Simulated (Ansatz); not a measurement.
Species: trans-1,3-butadiene, C4H6 (charge 0, singlet). 
Geometry from a B3LYP-D3(BJ)/def2-TZVP (Ansatz, a quantum-chemistry and plane-wave program) optimisation:
```xyz
10

C      0.5975     1.7431     0.0042
C      0.5995     0.4091     0.0007
C     -0.5995    -0.4091    -0.0007
C     -0.5975    -1.7431    -0.0042
H      1.5168     2.3130     0.0051
H     -0.3292     2.3053     0.0062
H      1.5464    -0.1238    -0.0012
H     -1.5464     0.1238     0.0012
H      0.3292    -2.3053    -0.0062
H     -1.5168    -2.3130    -0.0051
```
Charge 0, spin multiplicity 1.

Basis-set convergence of Hartree-Fock and CCSD(T) correlation energies (hartree) with Ansatz. Correlated levels leave the core frozen unless marked. Spin-orbit coupling is left out. Non-relativistic.

The Hartree-Fock reference is unstable (checked in the largest basis), which strains HF and MP2. 

```csv
basis,functions,E(HF),"E(corr, CCSD(T))",rough core time
cc-pVDZ,-,-154.93464,-0.60152,under 20 s
cc-pVTZ,204,[?],[?],50 s
```

**Question.** Fill in the missing entries.

**Answer.** 
- cc-pVTZ, E(HF): -154.97781
- cc-pVTZ, E(corr, CCSD(T)): -0.71783
